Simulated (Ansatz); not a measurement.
Born–Oppenheimer molecular dynamics of B2H4O (7 atoms, charge 0, multiplicity 1). It starts at the highest image of a converged band. Of that band: The profile has 2 maxima (images 1, 5) with wells between them (image 2): this band takes more than one step, which may be the mechanism or a detour left from its start path. Neighbouring images differ by up to 3.3 eV, so the band resolves the path poorly. A vibrational analysis at the climbing image gives one clearly imaginary mode, 296i cm⁻¹: a first-order saddle point.

These are results of RKS PBE-D4/def2-SVP in Ansatz 0.2.0, not measurements.

```
ensemble                      : NVE (velocity Verlet)
time step                     : 0.5 fs
steps asked                   : 200
starting velocities drawn for : 100 K
seed                          : 10074
```

Frames 1 fs apart, positions in Å, forces in eV/Å.

Velocities at 50.0 fs (Å/ps):

```
B 2.16 -0.99 1.42
B 3.17 -2.56 0.65
O -3.33 1.33 -1.58
H 2.62 5.54 7.68
H 0.77 2.81 4.89
H -6.11 -0.80 -3.36
H -1.63 9.34 -6.32
```

```xyz
7
Properties=species:S:1:pos:R:3:forces:R:3 time_fs=50.0 energy_less_start_eV=0.022 T=66
B -0.971 0.334 -0.998 0.04 0.02 -0.02
B -0.005 0.463 0.164 -0.15 0.01 -0.12
O 1.104 -0.213 0.836 -0.22 0.29 0.12
H -1.428 -0.644 -0.327 -0.03 0.14 -0.04
H -1.595 0.875 -1.877 -0.06 -0.08 0.00
H 1.188 -0.094 1.805 0.22 -0.29 -0.13
H 1.645 -0.932 0.425 0.20 -0.09 0.19
7
Properties=species:S:1:pos:R:3:forces:R:3 time_fs=51.0 energy_less_start_eV=0.024 T=62
B -0.969 0.333 -0.997 0.06 0.07 -0.02
B -0.002 0.461 0.165 -0.29 0.10 -0.22
O 1.100 -0.212 0.835 -0.16 0.26 0.10
H -1.425 -0.638 -0.319 -0.05 0.10 -0.02
H -1.594 0.878 -1.872 -0.06 -0.09 -0.01
H 1.183 -0.097 1.801 0.25 -0.27 0.01
H 1.645 -0.923 0.419 0.26 -0.16 0.16
7
Properties=species:S:1:pos:R:3:forces:R:3 time_fs=52.0 energy_less_start_eV=0.026 T=59
B -0.967 0.332 -0.995 0.07 0.13 -0.03
B 0.001 0.458 0.165 -0.42 0.18 -0.30
O 1.097 -0.210 0.833 -0.06 0.16 0.05
H -1.423 -0.631 -0.312 -0.06 0.05 0.00
H -1.594 0.879 -1.867 -0.06 -0.09 -0.01
H 1.181 -0.101 1.797 0.26 -0.24 0.16
H 1.647 -0.916 0.415 0.28 -0.18 0.14
7
Properties=species:S:1:pos:R:3:forces:R:3 time_fs=53.0 energy_less_start_eV=0.027 T=58
B -0.965 0.331 -0.994 0.06 0.18 -0.06
B 0.004 0.456 0.166 -0.52 0.25 -0.36
O 1.093 -0.209 0.832 0.10 0.01 0.03
H -1.422 -0.623 -0.304 -0.08 0.00 0.02
H -1.595 0.880 -1.863 -0.06 -0.09 -0.02
H 1.181 -0.108 1.795 0.25 -0.20 0.24
H 1.651 -0.910 0.413 0.25 -0.15 0.15
7
Properties=species:S:1:pos:R:3:forces:R:3 time_fs=54.0 energy_less_start_eV=0.027 T=59
B -0.962 0.331 -0.993 0.04 0.23 -0.10
B 0.006 0.454 0.165 -0.59 0.31 -0.39
O 1.090 -0.207 0.830 0.30 -0.17 0.10
H -1.421 -0.616 -0.297 -0.09 -0.05 0.03
H -1.596 0.880 -1.858 -0.06 -0.10 -0.03
H 1.183 -0.117 1.795 0.22 -0.16 0.21
H 1.658 -0.906 0.412 0.17 -0.07 0.17
7
Properties=species:S:1:pos:R:3:forces:R:3 time_fs=55.0 energy_less_start_eV=0.027 T=59
B -0.960 0.330 -0.991 -0.01 0.26 -0.14
B 0.007 0.452 0.165 -0.62 0.35 -0.39
O 1.087 -0.205 0.829 0.52 -0.35 0.25
H -1.421 -0.609 -0.289 -0.09 -0.07 0.04
H -1.598 0.879 -1.854 -0.06 -0.10 -0.03
H 1.187 -0.128 1.797 0.16 -0.12 0.09
H 1.667 -0.903 0.412 0.08 0.02 0.18
7
Properties=species:S:1:pos:R:3:forces:R:3 time_fs=56.0 energy_less_start_eV=0.028 T=57
B -0.958 0.330 -0.990 -0.07 0.27 -0.18
B 0.008 0.450 0.164 -0.62 0.38 -0.36
O 1.084 -0.204 0.828 0.73 -0.50 0.44
H -1.422 -0.603 -0.281 -0.07 -0.08 0.04
H -1.601 0.877 -1.850 -0.05 -0.09 -0.04
H 1.192 -0.139 1.800 0.10 -0.07 -0.06
H 1.676 -0.899 0.414 0.00 0.09 0.16
7
Properties=species:S:1:pos:R:3:forces:R:3 time_fs=57.0 energy_less_start_eV=0.030 T=54
B -0.955 0.330 -0.989 -0.16 0.27 -0.23
B 0.008 0.449 0.163 -0.60 0.38 -0.31
O 1.081 -0.203 0.827 0.90 -0.62 0.62
H -1.424 -0.597 -0.273 -0.04 -0.07 0.03
H -1.604 0.874 -1.846 -0.05 -0.09 -0.05
H 1.199 -0.152 1.802 0.03 -0.01 -0.18
H 1.685 -0.894 0.418 -0.07 0.14 0.12
7
Properties=species:S:1:pos:R:3:forces:R:3 time_fs=58.0 energy_less_start_eV=0.033 T=49
B -0.953 0.331 -0.989 -0.25 0.24 -0.28
B 0.008 0.448 0.161 -0.56 0.38 -0.24
O 1.079 -0.202 0.826 1.02 -0.70 0.73
H -1.426 -0.592 -0.264 -0.01 -0.04 0.01
H -1.607 0.870 -1.843 -0.05 -0.08 -0.06
H 1.206 -0.164 1.802 -0.04 0.07 -0.21
H 1.694 -0.888 0.423 -0.11 0.14 0.05
7
Properties=species:S:1:pos:R:3:forces:R:3 time_fs=59.0 energy_less_start_eV=0.036 T=44
B -0.951 0.331 -0.988 -0.34 0.21 -0.32
B 0.007 0.448 0.160 -0.50 0.36 -0.15
O 1.078 -0.202 0.826 1.07 -0.74 0.76
H -1.428 -0.587 -0.255 0.04 -0.01 -0.01
H -1.611 0.866 -1.841 -0.05 -0.08 -0.07
H 1.213 -0.176 1.801 -0.10 0.14 -0.15
H 1.701 -0.881 0.428 -0.12 0.11 -0.05
7
Properties=species:S:1:pos:R:3:forces:R:3 time_fs=60.0 energy_less_start_eV=0.039 T=40
B -0.950 0.332 -0.988 -0.43 0.18 -0.37
B 0.006 0.448 0.158 -0.43 0.34 -0.06
O 1.077 -0.202 0.826 1.06 -0.73 0.71
H -1.430 -0.583 -0.246 0.08 0.02 -0.03
H -1.615 0.860 -1.839 -0.05 -0.07 -0.08
H 1.218 -0.186 1.798 -0.14 0.21 -0.01
H 1.708 -0.873 0.433 -0.09 0.04 -0.16
7
Properties=species:S:1:pos:R:3:forces:R:3 time_fs=61.0 energy_less_start_eV=0.041 T=36
B -0.948 0.333 -0.988 -0.50 0.15 -0.42
B 0.005 0.448 0.156 -0.35 0.31 0.04
O 1.077 -0.203 0.827 1.00 -0.68 0.62
H -1.431 -0.578 -0.237 0.12 0.05 -0.05
H -1.620 0.854 -1.838 -0.05 -0.06 -0.09
H 1.222 -0.194 1.795 -0.17 0.26 0.15
H 1.714 -0.865 0.436 -0.05 -0.03 -0.26
```

Of the whole run (100 fs, mean temperature of the second half 119 K): The conserved energy stayed within 0.02 meV per atom of its start (net change 0.008 meV per atom), so the integration is sound. A run of 0.1 ps of so small a system gives no equilibrium averages. The orbitals stay closed-shell, which can raise the energy where a bond breaks towards radicals; this wasn't checked here.

Time of the run: 3.3 min on 1 thread of Arm Neoverse V2, on a shared host, peak memory 0.097 GiB.
